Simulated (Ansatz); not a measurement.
# SiH3 (doublet): the correlation ladder, cc-pVTZ

The task here is to estimate one member of a computed series from the others.

Method: cc-pVTZ, core rule «outside noble gas», up to 5 orbitals frozen; program: Ansatz 0.2.0, Gaussian basis.

The runs, in order: UHF; CCSD(T) on ROHF; CCSD(T) on UHF; BCCD(T) on ROHF; CCSDT(Q) on ROHF; CCSDT(Q) on UHF; CASSCF and MRCISD+Q, 7 electrons in 7 orbitals; CASSCF and NEVPT2, 7 electrons in 7 orbitals.

20 further runs of the same task are left out: 2 for a known fault of the program, 10 that didn't finish, 8 set aside as unsound or not needed.

### The geometry

The geometry is a PBE0/def2-TZVP stationary point (not a proven minimum).

4 atoms, charge 0, spin multiplicity 2.

Atoms are counted from 1 here; the program's logs count them from 0.

Bond lengths: Si1–H2 1.486 Å, Si1–H3 1.486 Å, Si1–H4 1.486 Å. Angles: H2–Si1–H3 111.3°, H2–Si1–H4 111.3°, H3–Si1–H4 111.3°.

Geometry (Å):

| atom | x (Å) | y (Å) | z (Å) |
| --- | --- | --- | --- |
| Si1 | 0.0001 | -0.0001 | -0.0437 |
| H2 | 1.4153 | 0.0146 | 0.4091 |
| H3 | -0.7211 | 1.2200 | 0.4030 |
| H4 | -0.6968 | -1.2329 | 0.4066 |

Set-up of the first run:

Contents of in.yaml:

```yaml
crystal:
  periodic: [false, false, false]
  atoms:
    - {symbol: Si, position_ang: [0.000090, -0.000062, -0.043737]}
    - {symbol: H, position_ang: [1.415348, 0.014593, 0.409118]}
    - {symbol: H, position_ang: [-0.721058, 1.220018, 0.403029]}
    - {symbol: H, position_ang: [-0.696788, -1.232882, 0.406559]}
basis:
  gaussian: {orbitals: cc-pVTZ}
magnetization: {spin_polarized: true, initial_magnetization: 1}
hamiltonian: {xc: hf}
output: {orbitals: {seedname: orbitals}}
```

Started as:

```
$ ansatz run in.yaml --threads 1 --pin off --events-out ev --progress --plain --max-ram 2393MiB
```

Among the steps run: UHF; CCSD(T) on ROHF; CCSD(T) on UHF; BCCD(T) on ROHF; CCSDT(Q) on ROHF; CCSDT(Q) on UHF; CASSCF and MRCISD+Q, 7 electrons in 7 orbitals; CASSCF and NEVPT2, 7 electrons in 7 orbitals.

One of the session's tables, all rows but one given; the rest of the session is left out.

```
          method  from UCCSDT(Q) (meV)
            ROHF               +4047.2
             UHF               +4002.4
            RMP2                +837.6
            UMP2                +831.9
           RCCSD                +120.7
           UCCSD                +119.1
        RCCSD(T)                 +24.4
        UCCSD(T)                 +23.6
         BCCD(T)                 +23.9
          RCCSDT                     ?
          UCCSDT                  +2.3
       RCCSDT(Q)                  +0.9
       UCCSDT(Q)                     0
  CASSCF valence               +2881.0
  NEVPT2 valence                +895.3
  MRCISD valence                +172.9
MRCISD+Q valence                 +28.4
```

Q: Estimate the row for RCCSDT from the others.

As computed: from UCCSDT(Q) (meV): +3.1. In the column «from UCCSDT(Q) (meV)» it lies between UCCSDT (+2.3) and UCCSD(T) (+23.6).

With the free atoms at the same levels and basis (separate runs), the atomisation energy is 9.633 eV at UCCSDT(Q), 9.632 eV at RCCSD(T), 9.632 eV at UCCSD(T), 7.811 eV at ROHF.

To keep in mind: Restricted and unrestricted rows rest on different reference determinants; where their highest levels disagree by more than a few hundredths of an eV, they describe different states and don't form one ladder.
